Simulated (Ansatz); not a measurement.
# CH5AlO: a saddle search

Aim: find the first-order saddle near the start with the program's own search, from a guess of the mode.

Program: Ansatz 0.2.0, Gaussian basis. Level of theory: r2SCAN-D4/def2-SVP. These are calculated values, not measurements.

### 1 Where the work starts

The start, a known saddle point with all atoms moved at random by about 0.06 Å a coordinate: 8 atoms, charge 0, spin multiplicity 1.

Atoms are counted from 1 here; the program's logs count them from 0.

Bond lengths: Al1–C2 2.215 Å, Al1–H3 1.697 Å, Al1–O4 1.734 Å, C2–H5 0.962 Å, C2–H6 1.132 Å, C2–H7 1.164 Å, O4–H8 1.064 Å. Angles: C2–Al1–H3 52.7°, C2–Al1–O4 101.7°, H3–Al1–O4 154.2°, Al1–C2–H5 92.1°, Al1–C2–H6 96.7°, Al1–C2–H7 127.0°, H5–C2–H6 112.7°, H5–C2–H7 115.0°, H6–C2–H7 111.3°, Al1–O4–H8 112.9°.

Geometry (Å):

```xyz
8
charge 0, multiplicity 1
Al   -1.18636    0.74943    0.17977
C     0.83892    0.04009   -0.37076
H    -0.02359    1.57302   -0.74125
O    -1.81693   -0.62051    1.03550
H     1.06854   -0.12710    0.54806
H     0.50771   -0.89532   -0.91539
H     1.64239    0.62167   -0.97962
H    -1.09138   -1.38507    1.18372
```

### 2 The search

run/in.yaml

```yaml
crystal:
  periodic: [false, false, false]
  atoms:
    - {symbol: Al, position_ang: [-1.186364, 0.749431, 0.179772]}
    - {symbol: C, position_ang: [0.838922, 0.040093, -0.370760]}
    - {symbol: H, position_ang: [-0.023592, 1.573022, -0.741254]}
    - {symbol: O, position_ang: [-1.816929, -0.620514, 1.035504]}
    - {symbol: H, position_ang: [1.068543, -0.127102, 0.548057]}
    - {symbol: H, position_ang: [0.507709, -0.895316, -0.915395]}
    - {symbol: H, position_ang: [1.642387, 0.621675, -0.979617]}
    - {symbol: H, position_ang: [-1.091376, -1.385070, 1.183716]}
basis:
  gaussian: {orbitals: def2-SVP}
hamiltonian: {xc: r2scan, dispersion: d4}
saddle:
  f_tol: 0.05
  max_steps: 40
  mode_guess:
    - [-0.5008, 0.2492, 0.1004]
    - [0.0415, 0.1732, -0.1057]
    - [0.3811, -0.6212, 0.1460]
    - [0.0938, -0.0329, -0.0401]
    - [-0.0788, 0.1374, -0.0512]
    - [-0.0707, 0.1459, -0.0155]
    - [0.1062, -0.0126, -0.0466]
    - [0.0277, -0.0389, 0.0126]
```

The run is started by

```sh
ansatz run in.yaml --threads 2 --pin off --events-out ev --progress --plain --max-ram 4352MiB
```

Log:

```text
Functional definition: r2SCAN
  name "r2SCAN"
  cite "Furness, Kaplan, Ning, Perdew & Sun, J. Phys. Chem. Lett. 11, 8208 (2020) doi:10.1021/acs.jpclett.0c02405"
  cite "Furness, Kaplan, Ning, Perdew & Sun, J. Phys. Chem. Lett. 11, 9248 (2020) doi:10.1021/acs.jpclett.0c03077"
  parent r2scan
  parameter k0 = 0.174
  parameter k1 = 0.065
  parameter a1 = 4.9479
  exchange = r2scan_x(k0 = k0, k1 = k1, a1 = a1)
  correlation = r2scan_c
784 factors; their error is unknown
mean field evaluation 1: about -9738.2951 eV, gradient 7.6e1 eV
mean field evaluation 2: about -9689.2462 eV, gradient 1.5e2 eV
mean field evaluation 4: about -9749.3068 eV, gradient 3.0e1 eV
mean field evaluation 8: about -9752.6461 eV, gradient 3.4e-2 eV
mean field evaluation 16: about -9752.6202 eV, gradient 2.0e-5 eV
mean field -9752.62024068 eV, -358.4021832815 hartree, gradient 2.0e-5 eV, S^2 0.000000; 0 other end points of the search recorded, 0 dependent functions left out
the calculation of the forces begins
reference -9752.62025130 eV, -358.4021836719 hartree; 16, 16 occupied and 55, 55 virtual orbitals, 784 factors
[... from here to the last solve, the lines of the solves are left out (95 solves) ...]
saddle step   1: F+E_penalty+E_count = -9752.64600835 eV  max|allowed force component| = 8.067e0 eV/Å  curvature = -13.2001 eV/Å²  mode residual = 5.92e0 eV/Å²  Δτ_max = 0.0000 Å  (1 rotations, 3 force calls, 72 SCF iters)  cluster: 3 rotations left out, max|force component along them| = 1.521e-7 eV/Å
saddle step   2: F+E_penalty+E_count = -9753.38330397 eV  max|allowed force component| = 2.430e0 eV/Å  curvature = -13.4234 eV/Å²  mode residual = 2.09e0 eV/Å²  Δτ_max = 0.0867 Å  (1 rotations, 3 force calls, 80 SCF iters)  cluster: 3 rotations left out, max|force component along them| = 5.109e-8 eV/Å
saddle step   3: F+E_penalty+E_count = -9753.50656085 eV  max|allowed force component| = 4.942e-1 eV/Å  curvature = -12.9421 eV/Å²  mode residual = 9.93e-1 eV/Å²  Δτ_max = 0.0681 Å  (1 rotations, 3 force calls, 75 SCF iters)  cluster: 3 rotations left out, max|force component along them| = 2.105e-8 eV/Å
saddle step   4: F+E_penalty+E_count = -9753.51392002 eV  max|allowed force component| = 2.893e-1 eV/Å  curvature = -13.3515 eV/Å²  mode residual = 6.21e-1 eV/Å²  Δτ_max = 0.0393 Å  (1 rotations, 3 force calls, 73 SCF iters)  cluster: 3 rotations left out, max|force component along them| = 5.093e-8 eV/Å
saddle step   5: F+E_penalty+E_count = -9753.51834897 eV  max|allowed force component| = 1.818e-1 eV/Å  curvature = -13.4240 eV/Å²  mode residual = 5.35e-1 eV/Å²  Δτ_max = 0.0117 Å  (1 rotations, 3 force calls, 75 SCF iters)  cluster: 3 rotations left out, max|force component along them| = 7.185e-8 eV/Å
saddle step   6: F+E_penalty+E_count = -9753.52044266 eV  max|allowed force component| = 9.493e-2 eV/Å  curvature = -13.4606 eV/Å²  mode residual = 4.82e-1 eV/Å²  Δτ_max = 0.0089 Å  (1 rotations, 3 force calls, 74 SCF iters)  cluster: 3 rotations left out, max|force component along them| = 8.491e-8 eV/Å
saddle step   7: F+E_penalty+E_count = -9753.52126577 eV  max|allowed force component| = 4.670e-2 eV/Å  curvature = -13.4850 eV/Å²  mode residual = 4.56e-1 eV/Å²  Δτ_max = 0.0141 Å  (1 rotations, 7 force calls, 154 SCF iters)  cluster: 3 rotations left out, max|force component along them| = 1.002e-7 eV/Å
saddle step   8: F+E_penalty+E_count = -9753.52185177 eV  max|allowed force component| = 8.695e-3 eV/Å  curvature = -13.5332 eV/Å²  mode residual = 4.32e-1 eV/Å²  Δτ_max = 0.0174 Å  (1 rotations, 8 force calls, 179 SCF iters)  cluster: 3 rotations left out, max|force component along them| = 8.437e-8 eV/Å
saddle search: the force at step 9 is within saddle.f_tol, and the search now checks the order of the point unasked, as it does wherever a lone molecule whose rigid rotations it leaves out would converge (saddle.isolated_cluster): at most 100 rotations across the mode and 202 force calls, two more next to a line or behind a second negative curvature, two more where it reads a positive, two for each turn that reads one and six more at each negative that it reads, and up to 22 at one that stands (24 where saddle.amplitude is under 0.005 Å), over each length that the point is read over (saddle.order_check: false declines the check)
saddle search: the rotation starts from a random direction (saddle.seed = 0)
784 factors; their error is unknown
mean field evaluation 672: about -9753.5203 eV, gradient 9.0e-1 eV
mean field -9753.49630716 eV, -358.4343781308 hartree, gradient 2.6e-5 eV, S^2 0.000000; 1 other end points of the search recorded, 0 dependent functions left out
the calculation of the forces begins
reference -9753.49631779 eV, -358.4343785215 hartree; 16, 16 occupied and 55, 55 virtual orbitals, 784 factors
saddle step   9: F+E_penalty+E_count = -9753.52190592 eV  max|allowed force component| = 3.835e-3 eV/Å  curvature = -13.5263 eV/Å² (error put at 0.0020; -13.5280 at half of saddle.amplitude)  mode residual = 3.09e-1 eV/Å²  Δτ_max = 0.0092 Å  (1 rotations, 63 force calls, 1260 SCF iters)  order check (unasked): positive, curvature across the mode = +0.1506 eV/Å²; +0.0561 less its residual, +0.0559 less it at half of saddle.amplitude; error put at 0.0002 (55 force calls)  cluster: 3 rotations left out, max|force component along them| = 8.665e-8 eV/Å
Total energy: -9753.52191655 eV, -358.4353192585 hartree
Atom 0 at    -1.217154     0.776093     0.147618 Å, force    -0.001343    -0.000355    -0.001123 eV/Å
Atom 1 at     0.817220     0.064863    -0.400056 Å, force     0.003835     0.000347    -0.000795 eV/Å
Atom 2 at    -0.119116     1.534034    -0.693244 Å, force    -0.000221     0.000260     0.000467 eV/Å
Atom 3 at    -1.736695    -0.599978     1.026840 Å, force     0.003024    -0.002256     0.001696 eV/Å
Atom 4 at     1.195159    -0.138606     0.620983 Å, force     0.000669     0.000560     0.000090 eV/Å
Atom 5 at     0.529133    -0.871727    -0.916130 Å, force    -0.001119    -0.000800    -0.000756 eV/Å
Atom 6 at     1.618307     0.549201    -0.978034 Å, force    -0.002135    -0.000663     0.001825 eV/Å
Atom 7 at    -1.147554    -1.357661     1.132046 Å, force    -0.002710     0.002907    -0.001404 eV/Å
Dipole moment:     0.295242    -0.240418    -0.013178 e Å
```

Wall time 1.7 min (2 threads of Arm Neoverse V1, shared host).

Relaxation path:

| step | energy from step 1 (eV) | largest force component (eV/Å) |
| --- | --- | --- |
| 1 | 0.0000 | 8.0666 |
| 2 | -0.7373 | 2.4300 |
| 3 | -0.8606 | 0.4942 |
| 4 | -0.8679 | 0.2893 |
| 5 | -0.8723 | 0.1818 |
| 6 | -0.8744 | 0.0949 |
| 7 | -0.8753 | 0.0467 |
| 8 | -0.8758 | 0.0087 |
| 9 | -0.8759 | 0.0038 |

Distances of close pairs at the start and the end, largest changes first:

| bond | before (Å) | after (Å) | change (Å) |
| --- | --- | --- | --- |
| C2–H5 | 0.962 | 1.108 | +0.146 |
| Al1–H3 | 1.697 | 1.577 | -0.120 |
| O4–H8 | 1.064 | 0.966 | -0.099 |
| C2–H7 | 1.164 | 1.100 | -0.064 |
| C2–H6 | 1.132 | 1.107 | -0.024 |
| Al1–O4 | 1.734 | 1.714 | -0.020 |
| Al1–C2 | 2.215 | 2.224 | +0.008 |

### 3 Outcome

| quantity | value |
| --- | --- |
| steps | 9 |
| energy change | -20.2 kcal/mol |
| last largest force | 0.0038 eV/Å |
| RMSD from the start | 0.086 Å |
| RMSD from the known saddle | 0.020 Å |

What this shows: It converged in 9 steps at a force tolerance of 0.05 eV/Å. It is back at the known saddle, up to the shift that another level brings.
